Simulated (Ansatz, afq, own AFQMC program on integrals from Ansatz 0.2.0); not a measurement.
NH$_{3}$⁺, doublet in 6-31G, levels against full CI

```yaml
atoms:
  - { symbol: N, position_ang: [0.0003, -0.0001, -0.0667] }
  - { symbol: H, position_ang: [0.9385, 0.0130, 0.3137] }
  - { symbol: H, position_ang: [-0.4826, 0.8082, 0.3055] }
  - { symbol: H, position_ang: [-0.4607, -0.8202, 0.3074] }
```

Basis 6-31G. Only valence electrons are correlated. Ansatz 0.2.0 and our own AFQMC program on the same integrals; the CISD trial comes from CCSD amplitudes, and released means the phaseless constraint is let go. Free projection: walkers drawn from exp(T), propagated without any constraint. Its projection time is finite, and what remains of the start isn't in its error. ± is one standard error of the sampling.

Determinant: UHF, the one that the program's search chose, which needn't be the lowest solution. The geometry is a PBE0/def2-TZVP stationary point of this or a neighbouring charge and spin state.

Full CI is exact in this basis; its frozen core comes from its own orbitals, which moves totals by up to a few meV.

Cautions: full CI with its own frozen core.

- T1 diagnostic: 0.0068
- weight of the determinant in the CISD state: 0.959
- ⟨S²⟩ of the determinant: 0.757
- size of the correlated space: 7 electrons in 14 orbitals

```csv
level,correlation energy (eV)
MP2,-2.3721
CCSD,-2.8174
CCSD(T),-2.8398
```

Task: Estimate where AFQMC with the constraint released lies against CCSD(T) on the same integrals.

Result: 0.38 ± 0.07 mEh below CCSD(T).

Reference: full CI, correlation energy -2.848 eV. The released energy is read at 1.50 1/Eh (meV from the phaseless value at times in 1/Eh: 0 ± 3 at 0.24, 3.6 ± 2.3 at 0.50, 2.7 ± 2.0 at 1.00, 1.5 ± 2.0 at 1.50). CCSDTQ lies 0.2 meV below full CI, in part by the other frozen core, which shifts every row alike, so rows that close can't be ranked against it.

```csv
level,E − E(reference) (mEh),share of correlation (%)
CCSD(T),0.31,99.70
CCSDT,0.16,99.85
CCSDT(Q),0.00,100.00
CCSDTQ,-0.01,100.01
ph-AFQMC/HF,0.87 ± 0.93,99.16
ph-AFQMC/CISD,-0.12 ± 0.10,100.12
released AFQMC,-0.07 ± 0.07,100.06
free AFQMC,-0.08 ± 0.11,100.07
```

CCSDT and higher add their correlation energy to the determinant of the CCSD(T) run, since their own runs factorise the integrals more tightly (a shift of under 2 meV). Free projections are given only where their last times agree within the noise and don't stop above the reference; a slow remainder of the start can still hide under it. A walk keeps the symmetry of its determinant, which the program's search chose and which needn't be the lowest solution, so a lower state of the same spin and another symmetry isn't excluded. Released energies are given only where the last usable release times agree within the noise; a slower fall can still hide under it.
